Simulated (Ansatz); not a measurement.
Relaxation of AlH$_{6}$NS (9 atoms, charge 0, multiplicity 1), to a largest force component of 0.03 eV/Å in at most 50 steps.

Level of theory: Ansatz, RKS PBE0-D4/cc-pVDZ.

```xyz
9
Properties=species:S:1:pos:R:3:forces:R:3
Al -0.093 0.556 -0.501 0.03 0.10 0.72
N -0.031 0.066 2.555 -0.03 0.66 -0.84
H -0.810 -0.225 3.144 0.03 0.03 0.02
H 0.832 -0.130 3.062 -0.04 0.01 0.03
H 1.378 0.078 -0.860 0.00 0.00 0.01
H -1.442 -0.179 -0.894 -0.02 -0.01 0.00
S -0.249 2.642 0.337 -0.03 -0.11 -0.23
H -1.605 2.614 0.373 0.02 0.02 0.00
H -0.090 1.096 2.431 0.04 -0.71 0.29
```

Question: Where does it end, and by what steps?

Answer: It converged. After 8 steps the energy has fallen by 0.901 eV; H3 moved furthest, 0.63 Å. Joined: Al1–N2 (3.10 → 2.10 Å).

| step | energy less start (eV) | largest force component (eV/Å) | accepted |
| --- | --- | --- | --- |
| 0 | 0.0000 | 0.836 | yes |
| 1 | -0.2537 | 0.710 | yes |
| 2 | -0.5969 | 0.789 | yes |
| 3 | -0.8264 | 0.622 | yes |
| 4 | -0.8473 | 1.297 | yes |
| 5 | -0.7563 | 1.383 | no |
| 6 | -0.8990 | 0.088 | yes |
| 7 | -0.8990 | 0.085 | yes |
| 8 | -0.9007 | 0.026 | yes |

```xyz
9
Properties=species:S:1:pos:R:3
Al -0.098 0.544 0.109
N -0.011 0.173 2.173
H -0.790 -0.380 2.535
H 0.854 -0.281 2.474
H 1.364 0.052 -0.323
H -1.426 -0.259 -0.291
S -0.300 2.796 0.193
H -1.656 2.783 0.154
H -0.049 1.091 2.624
```

Whether the end is a true minimum wasn't checked by a vibrational analysis.

Time of the run: 30 s on 1 thread of Arm Neoverse V2, on a shared host, peak memory 0.15 GiB.
